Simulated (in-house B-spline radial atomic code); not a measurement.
Values are calculated unless marked as measured or tabulated.
# Al ion on Al atom: potential, deflection and energy transfer

The pair potential comes from two frozen, spherical free-atom densities (PBE, B-spline radial code, scalar-relativistic past argon): electrostatics plus the change in Thomas-Fermi kinetic and Dirac exchange energy where they overlap, the recipe behind the universal ZBL potential, which averages such potentials (from solid-state densities) over many pairs. It is written V = (Z1 Z2 e²/r) φ(r/a), with e² = 14.3996 eV·Å and a = 0.46850 Å/(Z1^0.23 + Z2^0.23); ZBL's fit is φ = 0.18175 e^(−3.1998x) + 0.50986 e^(−0.94229x) + 0.28022 e^(−0.4029x) + 0.02817 e^(−0.20162x). Where φ falls below 4e-4 it is continued as an exponential.

Masses 26.98 and 26.98 u.

| x = r/a | φ, this pair | φ, ZBL |
| --- | --- | --- |
| 0.1 | 0.9052 | 0.8928 |
| 0.25 | 0.7878 | 0.7647 |
| 0.5 | 0.644 | 0.6096 |
| 1 | 0.4527 | 0.4164 |
| 1.5 | 0.3302 | 0.2995 |
| 2 | 0.2451 | 0.2218 |
| 3 | 0.1432 | 0.1292 |
| 4 | 0.08878 | 0.08026 |
| 5 | 0.05632 | 0.05224 |
| 6.5 | 0.03043 | 0.02914 |
| 8 | 0.01838 | 0.01705 |
| 10 | 0.01016 | 0.008778 |
| 12 | 0.005419 | 0.00474 |
| 14.5 | 0.002171 | 0.002328 |
| 17 | 0.0007087 | 0.001212 |

**Question.** At x = 6.5 the electrostatic, kinetic and exchange parts are 15.76, 87.87 and -15.89 eV. Find r, V and φ.

**Answer.** a = 0.46850/(1.8039 + 1.8039) = 0.12986 Å, so r = 0.84408 Å. V = 15.76 + 87.87 + (-15.89) = 87.74 eV. The bare repulsion is 13 × 13 × 14.3996/0.84408 = 2883 eV, so φ = 0.0304, +4.5 % against ZBL's 0.0291. The kinetic (Pauli) term is 100 % of V here, as the other two terms together attract.

**Question.** The ion comes in at 3.748 keV with impact parameter 0.2597 Å. The scattering integral gives a centre-of-mass angle of 60.58° and a closest approach of 2.894 a. What are the reduced energy, the energy passed on and the laboratory angles?

**Answer.** ε = E a M2/(Z1 Z2 e² (M1 + M2)) = 3748 × 2.6681e-05 = 0.1. The most that one collision can pass on is γE with γ = 4 M1 M2/(M1 + M2)² = 1.0000. Here T = γE sin²(θ/2) = 1.0000 × 3748 × 0.2544 = 953.4 eV. The ion turns by arctan(sin θ/(cos θ + M1/M2)) = 30.3°, and the struck atom leaves at (180° − θ)/2 = 59.7°. The closest approach is 0.376 Å. With ZBL the angle would be 57.39° and T = 864.1 eV.
